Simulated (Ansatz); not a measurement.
How basis sets differ on LiH (SMILES [LiH])

LiH, singlet, SMILES `[LiH]`. Each level relaxes the structure for itself.

Each level gives the equilibrium bond length (Å). The values are calculated.

**The experiment to reproduce.** Huber and Herzberg, Constants of Diatomic Molecules gives the equilibrium bond length of the gas as 1.596 Å.

| level | kind | program | value (Å) | computed − measured |
| --- | --- | --- | --- | --- |
| HF/STO-3G | Hartree–Fock | Ansatz | 1.511 | -0.085 |
| HF/3-21G | Hartree–Fock | Ansatz | 1.640 | +0.044 |
| HF/6-31G* (Cartesian functions) | Hartree–Fock | Ansatz | 1.636 | +0.040 |
| HF/cc-pVTZ | Hartree–Fock | Ansatz | 1.607 | +0.011 |

Nearest: HF/cc-pVTZ (+0.011 Å); farthest: HF/STO-3G (-0.085 Å).
